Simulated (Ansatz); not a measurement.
Crystal: Ce₂O, antifluorite type, 3 atoms in the cell.

Theory: PBE, plane waves, PAW datasets (generated soft set 1) (Ansatz 0.2.0 development build).

Cutoff 420 eV; k-mesh 16×16×16 Γ-centred; Fermi–Dirac smearing of 0.0612 eV; no spin polarisation; no spin–orbit coupling.

| V (Å³/atom) | a (Å) | E − E(min) (meV/atom) | P (GPa) |
| --- | --- | --- | --- |
| 17.577 | 5.9526 | 21.76 | 6.63 |
| 17.951 | 5.9946 | 9.23 | 4.15 |
| 18.325 | 6.0359 | 2.17 | 1.94 |
| 18.699 | 6.0767 | 0.00 | -0.03 |
| 19.073 | 6.1169 | 2.16 | -1.79 |
| 19.447 | 6.1567 | 8.20 | -3.35 |
| 19.821 | 6.1959 | 17.67 | -4.74 |

Problem. Fit a third-order Birch–Murnaghan equation of state to the energies.

Solution. V₀ = 18.693 Å³/atom (a₀ = 6.076 Å), B₀ = 93.1 GPa, B₀′ = 4.78.

The published all-electron PBE values for this crystal (mean of FLEUR and WIEN2k, k-spacing 0.06 Å⁻¹; Bosoni et al., Nat. Rev. Phys. 6, 45 (2024)) are V₀ = 18.701 Å³/atom, B₀ = 93.0 GPa, B₀′ = 4.78. This run's mesh is coarser (spacing 0.11 Å⁻¹), so part of any difference comes from k-sampling.

The stress includes the program's correction for the finite plane-wave basis.

This cubic structure is a model: it isn't the usual form of the substance at ambient conditions, and such phases are metastable or hypothetical. The open f shell is treated without spin here, so this is a model state and not the ground state.
